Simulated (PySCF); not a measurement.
# O: electron affinity

O- [He] 2s2 2p5 (2P) → O [He] 2s2 2p4 (3P), as a difference of total energies. All numbers are calculated (PySCF 2.14, the non-relativistic Hamiltonian (point nucleus), in def2-QZVPPD (8s5p4d2f1g, 66 functions)). Correlated levels: valence and next inner shell: nothing frozen. The calculations carry no spin-orbit coupling.

```json
{"method": "UHF", "electron affinity (eV)": "-0.576", "error (eV)": "-2.037"}
{"method": "MP2 (valence and next inner shell)", "electron affinity (eV)": "1.449", "error (eV)": "-0.012"}
{"method": "SCS-MP2 (valence and next inner shell)", "electron affinity (eV)": "1.420", "error (eV)": "-0.041"}
{"method": "CCSD (valence and next inner shell)", "electron affinity (eV)": "1.206", "error (eV)": "-0.255"}
{"method": "CCSD(T) (valence and next inner shell)", "electron affinity (eV)": "1.361", "error (eV)": "-0.100"}
```

Reference: 1.461 eV (measured; photodetachment measurements, as compiled on the Wikipedia data page of electron affinities).

Errors of the correlated levels include the incompleteness of this basis.

A negative affinity means that the anion lies above the atom at that level of theory.
